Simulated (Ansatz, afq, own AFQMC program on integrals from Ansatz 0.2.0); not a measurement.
Two steps: Ansatz 0.2.0 writes the Fock matrix and Cholesky factors of the valence space, and afq projects on them the lowest state that overlaps trial and start.

```yaml
crystal:
  periodic: [false, false, false]
  atoms:
    - {symbol: Al, position_ang: [0.000000, 0.092491, 1.264725]}
    - {symbol: Al, position_ang: [0.000000, -0.019298, -1.366900]}
    - {symbol: H, position_ang: [0.000000, -0.688202, 2.680370]}
    - {symbol: H, position_ang: [0.000000, -1.271083, 0.054761]}
basis:
  gaussian: {orbitals: cc-pVDZ}
magnetization: {spin_polarized: false}
correlation: {method: ccsd_t, electrons: outside_noble_gas, hamiltonian_folder: ham}
```

```sh
$ ansatz run in.yaml --threads 1 --pin off --events-out ev --progress --plain --max-ram 1843MiB
```

afq runs on the folder ham with

```
--method free --trial cisd --walkers 70 --time-step 0.03 --max-blocks 80 --target-error 0.00034 --factor-cut 1e-05 --seed 5287 --times 0,0.3,0.6,1.2,1.8,2.4,3.6,4.8,6 --taylor-order 8
```

Times are imaginary, in 1/Eh. The walk had a cap of 482 s.

Output of the walk:

```
orbitals 36  electrons 4 4  factors 266 of 448
reference energy -484.92419410 Eh
CCSD correlation -0.15529164 Eh in 12 cycles, weight of the determinant in the CISD state 0.8522
repeat  energy at the last time / Eh  error
    10  -485.083266  0.000697
    20  -485.084133  0.000629
    30  -485.084601  0.000572
    40  -485.083966  0.000462
    50  -485.084267  0.000427
    60  -485.084401  0.000430
    70  -485.084610  0.000419
    80  -485.084740  0.000400
time / (1/Eh)  energy / Eh  error  mean overlap
  0.00  -485.079533  0.000149  1.1729
  0.30  -485.081697  0.000159  1.1757
  0.60  -485.083121  0.000156  1.1703
  1.20  -485.084506  0.000176  1.1678
  1.80  -485.085194  0.000195  1.1687
  2.40  -485.085402  0.000203  1.1697
  3.60  -485.086054  0.000274  1.1566
  4.80  -485.085734  0.000434  1.1682
  6.00  -485.084740  0.000400  1.2427
energy -485.084740 +/- 0.000400 Eh
```

The run failed at least one of its tests; the cautions name the faults.

Against this walk (error 10.9 meV) on the same determinant: CCSD(T) 8.1 meV higher (within the noise), CCSDT(Q) 36.1 meV lower. The error is statistical, and a free projection of finite length keeps a remainder of its start. The last points scatter (meV from the last: -12 ± 5 at 1.80, -18 ± 6 at 2.40, -36 ± 7 at 3.60, -27 ± 12 at 4.80, 0 ± 11 at 6.00); the last is the one printed as the energy, and the gaps above move with that scatter.

Cautions: remainder of the start not in the error; start not forgotten; error above the target (10.9 against 9.3 meV); higher spins were not checked; restricted determinant unstable towards unrestricted (UHF 84 meV lower, ⟨S²⟩ 0.51).

The walk took 2.6 min on 1 thread of AMD EPYC 7R43 64-Core Processor (Zen 3), on a shared host. The log's last line is the free-projection energy.

CCSDT and higher add their correlation energy to the determinant of the CCSD(T) run, since their own runs factorise the integrals more tightly (a shift of under 2 meV). A walk keeps the symmetry of its determinant, which the program's search chose and which needn't be the lowest solution, so a lower state of the same spin and another symmetry isn't excluded.
